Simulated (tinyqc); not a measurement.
Inside a calculation. Method: UHF in the sto-3g basis, for H2O, spin multiplicity 3. One step of it, computed by the program tinyqc.

Task: Iteration 1: building the Fock matrix. J_ij = sum D_kl (ij|kl) with D = D(alpha) + D(beta), K_ij = sum D_kl (ik|jl) for each spin; F = H + J - K(s); E = tr D H + tr D J / 2 - 0.5 sum_s tr D(s) K(s) + E_nn.

D(alpha) at the start, order 1O 1s, 1O 2s, 1O 2px, 1O 2py, 1O 2pz, 2H 1s, 3H 1s:
```
[[1.063007, -0.273996, 0.000000, 0.000000, -0.014935, 0.044100, 0.044100],
 [-0.273996, 1.207238, 0.000000, 0.000000, 0.095026, -0.280590, -0.280590],
 [0.000000, 0.000000, 1.000000, 0.000000, 0.000000, 0.000000, 0.000000],
 [0.000000, 0.000000, 0.000000, 1.047482, 0.000000, -0.085258, 0.085258],
 [-0.014935, 0.095026, 0.000000, 0.000000, 1.061061, -0.180300, -0.180300],
 [0.044100, -0.280590, 0.000000, -0.085258, -0.180300, 0.539323, 0.525444],
 [0.044100, -0.280590, 0.000000, 0.085258, -0.180300, 0.525444, 0.539323]]
```

D(beta) at the start, order 1O 1s, 1O 2s, 1O 2px, 1O 2py, 1O 2pz, 2H 1s, 3H 1s:
```
[[1.061946, -0.265224, 0.000000, 0.000000, -0.010071, 0.020581, 0.020581],
 [-0.265224, 1.134720, 0.000000, 0.000000, 0.054812, -0.086151, -0.086151],
 [0.000000, 0.000000, 0.000000, 0.000000, 0.000000, 0.000000, 0.000000],
 [0.000000, 0.000000, 0.000000, 1.047482, 0.000000, -0.085258, 0.085258],
 [-0.010071, 0.054812, 0.000000, 0.000000, 1.038761, -0.072476, -0.072476],
 [0.020581, -0.086151, 0.000000, -0.085258, -0.072476, 0.017985, 0.004106],
 [0.020581, -0.086151, 0.000000, 0.085258, -0.072476, 0.004106, 0.017985]]
```

core Hamiltonian H = T + V (hartree), order 1O 1s, 1O 2s, 1O 2px, 1O 2py, 1O 2pz, 2H 1s, 3H 1s:
```
[[-32.393091, -7.535207, 0.000000, 0.000000, -0.010694, -0.673334, -0.673334],
 [-7.535207, -9.021047, 0.000000, 0.000000, -0.134144, -1.789213, -1.789213],
 [0.000000, 0.000000, -7.193640, 0.000000, 0.000000, 0.000000, 0.000000],
 [0.000000, 0.000000, 0.000000, -7.246334, 0.000000, -1.015235, 1.015235],
 [-0.010694, -0.134144, 0.000000, 0.000000, -7.243147, -1.012731, -1.012731],
 [-0.673334, -1.789213, 0.000000, -1.015235, -1.012731, -3.825974, -0.644220],
 [-0.673334, -1.789213, 0.000000, 1.015235, -1.012731, -0.644220, -3.825974]]
```

Two-electron integrals (ij|kl) in chemists' order, unique and non-zero (hartree):
```
(11|11) 4.785065    (21|11) 0.741380    (21|21) 0.136873    (22|11) 1.118947
(22|21) 0.256633    (22|22) 0.817206    (31|31) 0.024477    (32|31) 0.037809
(32|32) 0.180518    (33|11) 1.115814    (33|21) 0.256684    (33|22) 0.817023
(33|33) 0.880159    (41|41) 0.024477    (42|41) 0.037809    (42|42) 0.180518
(43|43) 0.047444    (44|11) 1.115814    (44|21) 0.256684    (44|22) 0.817023
(44|33) 0.785270    (44|44) 0.880159    (51|51) 0.024477    (52|51) 0.037809
(52|52) 0.180518    (53|53) 0.047444    (54|54) 0.047444    (55|11) 1.115814
(55|21) 0.256684    (55|22) 0.817023    (55|33) 0.785270    (55|44) 0.785270
(55|55) 0.880159    (61|11) 0.066326    (61|21) 0.012157    (61|22) 0.022702
(61|33) 0.022662    (61|41) 0.000376    (61|42) 0.000716    (61|44) 0.022726
(61|51) 0.000365    (61|52) 0.000694    (61|54) 0.000062    (61|55) 0.022722
(61|61) 0.001092    (62|11) 0.191801    (62|21) 0.044677    (62|22) 0.161554
(62|33) 0.158661    (62|41) 0.002370    (62|42) 0.019632    (62|44) 0.163051
(62|51) 0.002297    (62|52) 0.019029    (62|54) 0.004255    (62|55) 0.162785
(62|61) 0.004050    (62|62) 0.042687    (63|31) 0.004283    (63|32) 0.026332
(63|43) 0.003877    (63|53) 0.003758    (63|63) 0.005546    (64|11) 0.108978
(64|21) 0.025681    (64|22) 0.099256    (64|33) 0.095006    (64|41) 0.005445
(64|42) 0.037412    (64|44) 0.105276    (64|51) 0.001126    (64|52) 0.010741
(64|54) 0.006197    (64|55) 0.097371    (64|61) 0.002408    (64|62) 0.031967
(64|64) 0.029246    (65|11) 0.105632    (65|21) 0.024892    (65|22) 0.096208
(65|33) 0.092089    (65|41) 0.001126    (65|42) 0.010741    (65|44) 0.094528
(65|51) 0.005375    (65|52) 0.036742    (65|54) 0.006241    (65|55) 0.101896
(65|61) 0.002334    (65|62) 0.030986    (65|64) 0.022973    (65|65) 0.027813
(66|11) 0.385978    (66|21) 0.091295    (66|22) 0.380645    (66|33) 0.367682
(66|41) 0.005221    (66|42) 0.061658    (66|44) 0.387543    (66|51) 0.005060
(66|52) 0.059765    (66|54) 0.019251    (66|55) 0.386342    (66|61) 0.008303
(66|62) 0.138055    (66|64) 0.118517    (66|65) 0.114878    (66|66) 0.774606
(71|11) 0.066326    (71|21) 0.012157    (71|22) 0.022702    (71|33) 0.022662
(71|41) -0.000376   (71|42) -0.000716   (71|44) 0.022726    (71|51) 0.000365
(71|52) 0.000694    (71|54) -0.000062   (71|55) 0.022722    (71|61) 0.001080
(71|62) 0.003950    (71|64) 0.002186    (71|65) 0.002280    (71|66) 0.008073
(71|71) 0.001092    (72|11) 0.191801    (72|21) 0.044677    (72|22) 0.161554
(72|33) 0.158661    (72|41) -0.002370   (72|42) -0.019632   (72|44) 0.163051
(72|51) 0.002297    (72|52) 0.019029    (72|54) -0.004255   (72|55) 0.162785
(72|61) 0.003950    (72|62) 0.034010    (72|64) 0.017829    (72|65) 0.024020
(72|66) 0.088346    (72|71) 0.004050    (72|72) 0.042687    (73|31) 0.004283
(73|32) 0.026332    (73|43) -0.003877   (73|53) 0.003758    (73|63) 0.004264
(73|73) 0.005546    (74|11) -0.108978   (74|21) -0.025681   (74|22) -0.099256
(74|33) -0.095006   (74|41) 0.005445    (74|42) 0.037412    (74|44) -0.105276
(74|51) -0.001126   (74|52) -0.010741   (74|54) 0.006197    (74|55) -0.097371
(74|61) -0.002186   (74|62) -0.017829   (74|64) -0.005407   (74|65) -0.012397
(74|66) -0.043834   (74|71) -0.002408   (74|72) -0.031967   (74|74) 0.029246
(75|11) 0.105632    (75|21) 0.024892    (75|22) 0.096208    (75|33) 0.092089
(75|41) -0.001126   (75|42) -0.010741   (75|44) 0.094528    (75|51) 0.005375
(75|52) 0.036742    (75|54) -0.006241   (75|55) 0.101896    (75|61) 0.002280
(75|62) 0.024020    (75|64) 0.012397    (75|65) 0.020983    (75|66) 0.067832
(75|71) 0.002334    (75|72) 0.030986    (75|74) -0.022973   (75|75) 0.027813
(76|11) 0.061370    (76|21) 0.014463    (76|22) 0.058088    (76|33) 0.056575
(76|44) 0.057419    (76|51) 0.001055    (76|52) 0.011050    (76|55) 0.060209
(76|61) 0.001302    (76|62) 0.016245    (76|64) 0.010694    (76|65) 0.013313
(76|66) 0.060927    (76|71) 0.001302    (76|72) 0.016245    (76|74) -0.010694
(76|75) 0.013313    (76|76) 0.008580    (77|11) 0.385978    (77|21) 0.091295
(77|22) 0.380645    (77|33) 0.367682    (77|41) -0.005221   (77|42) -0.061658
(77|44) 0.387543    (77|51) 0.005060    (77|52) 0.059765    (77|54) -0.019251
(77|55) 0.386342    (77|61) 0.008073    (77|62) 0.088346    (77|64) 0.043834
(77|65) 0.067832    (77|66) 0.269733    (77|71) 0.008303    (77|72) 0.138055
(77|74) -0.118517   (77|75) 0.114878    (77|76) 0.060927    (77|77) 0.774606
```

nuclear repulsion = 6.49350872 hartree

Give: Coulomb J; exchange K(alpha); exchange K(beta); F(alpha); F(beta); total energy of this density.

Result:

Coulomb J (hartree), order 1O 1s, 1O 2s, 1O 2px, 1O 2py, 1O 2pz, 2H 1s, 3H 1s:
```
[[17.835, 3.374, 0.000, 0.000, 0.007, 0.300, 0.300],
 [3.374, 8.349, 0.000, 0.000, 0.058, 1.629, 1.629],
 [0.000, 0.000, 8.267, 0.000, 0.000, 0.000, 0.000],
 [0.000, 0.000, 0.000, 8.378, 0.000, 0.996, -0.996],
 [0.007, 0.058, 0.000, 0.000, 8.378, 0.977, 0.977],
 [0.300, 1.629, 0.000, 0.996, 0.977, 3.957, 0.590],
 [0.300, 1.629, 0.000, -0.996, 0.977, 0.590, 3.957]]
```

exchange K(alpha) (hartree), order 1O 1s, 1O 2s, 1O 2px, 1O 2py, 1O 2pz, 2H 1s, 3H 1s:
```
[[4.922, 0.858, 0.000, 0.000, 0.001, 0.081, 0.081],
 [0.858, 1.441, 0.000, 0.000, 0.012, 0.274, 0.274],
 [0.000, 0.000, 1.181, 0.000, 0.000, 0.000, 0.000],
 [0.000, 0.000, 0.000, 1.187, 0.000, 0.129, -0.129],
 [0.001, 0.012, 0.000, 0.000, 1.190, 0.145, 0.145],
 [0.081, 0.274, 0.000, 0.129, 0.145, 0.458, 0.196],
 [0.081, 0.274, 0.000, -0.129, 0.145, 0.196, 0.458]]
```

exchange K(beta) (hartree), order 1O 1s, 1O 2s, 1O 2px, 1O 2py, 1O 2pz, 2H 1s, 3H 1s:
```
[[4.896, 0.820, 0.000, 0.000, 0.000, 0.077, 0.077],
 [0.820, 1.251, 0.000, 0.000, 0.003, 0.207, 0.207],
 [0.000, 0.000, 0.299, 0.000, 0.000, 0.000, 0.000],
 [0.000, 0.000, 0.000, 1.133, 0.000, 0.102, -0.102],
 [0.000, 0.003, 0.000, 0.000, 1.132, 0.098, 0.098],
 [0.077, 0.207, 0.000, 0.102, 0.098, 0.062, 0.036],
 [0.077, 0.207, 0.000, -0.102, 0.098, 0.036, 0.062]]
```

F(alpha) (hartree), order 1O 1s, 1O 2s, 1O 2px, 1O 2py, 1O 2pz, 2H 1s, 3H 1s:
```
[[-19.479, -5.019, 0.000, 0.000, -0.004, -0.454, -0.454],
 [-5.019, -2.113, 0.000, 0.000, -0.088, -0.434, -0.434],
 [0.000, 0.000, -0.108, 0.000, 0.000, 0.000, 0.000],
 [0.000, 0.000, 0.000, -0.056, 0.000, -0.148, 0.148],
 [-0.004, -0.088, 0.000, 0.000, -0.055, -0.180, -0.180],
 [-0.454, -0.434, 0.000, -0.148, -0.180, -0.327, -0.250],
 [-0.454, -0.434, 0.000, 0.148, -0.180, -0.250, -0.327]]
```

F(beta) (hartree), order 1O 1s, 1O 2s, 1O 2px, 1O 2py, 1O 2pz, 2H 1s, 3H 1s:
```
[[-19.453, -4.981, 0.000, 0.000, -0.004, -0.450, -0.450],
 [-4.981, -1.923, 0.000, 0.000, -0.079, -0.368, -0.368],
 [0.000, 0.000, 0.774, 0.000, 0.000, 0.000, 0.000],
 [0.000, 0.000, 0.000, -0.001, 0.000, -0.121, 0.121],
 [-0.004, -0.079, 0.000, 0.000, 0.003, -0.133, -0.133],
 [-0.450, -0.368, 0.000, -0.121, -0.133, 0.069, -0.090],
 [-0.450, -0.368, 0.000, 0.121, -0.133, -0.090, 0.069]]
```

total energy of this density = -74.03048 hartree
